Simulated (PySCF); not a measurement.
# An isoelectronic set: 21 electrons

PBE in PySCF with def2-TZVPPD on every atom, for the lowest determinant that a PBE0 search found; no spin–orbit coupling. All have 21 electrons, 9 of them in the valence shells, and the same state, a doublet (σ ↑). For ions De leads to the atom and ion picked by measured ionisation energies and electron affinities.

| species | difference of nuclear charges | Re (Å) | ωe (cm⁻¹) | k (mdyn/Å) | De (eV) | dissociates to |
| --- | --- | --- | --- | --- | --- | --- |
| BP⁻ | 10 | 1.706 | 1021 | 4.99 | n/a | B + P⁻ |
| AlO | 5 | 1.634 | 956 | 5.41 | 5.70 | Al + O |
| AlF⁺ | 4 | 1.623 | 882 | 5.11 | 3.52 | Al⁺ + F |
| SiO⁺ | 6 | 1.528 | 1147 | 7.90 | 5.39 | Si⁺ + O |
| BCl⁺ | 12 | 1.608 | 1116 | 6.15 | 4.51 | B⁺ + Cl |

Q: Which member of the whole set has the stiffest bond, and how does it compare with the softest?

A: SiO⁺ with k = 7.90 mdyn/Å, 1.6 times that of BP⁻.

For an ion De counts to the pair picked by the measured ionisation energies or electron affinities, which need not be the lowest pair at this level. The highest Kohn–Sham level is positive in this anion. Much of that is self-interaction error, but it also means that the finite basis helps to hold the extra electron. States were picked by a PBE0 search and need not be the measured ground states.
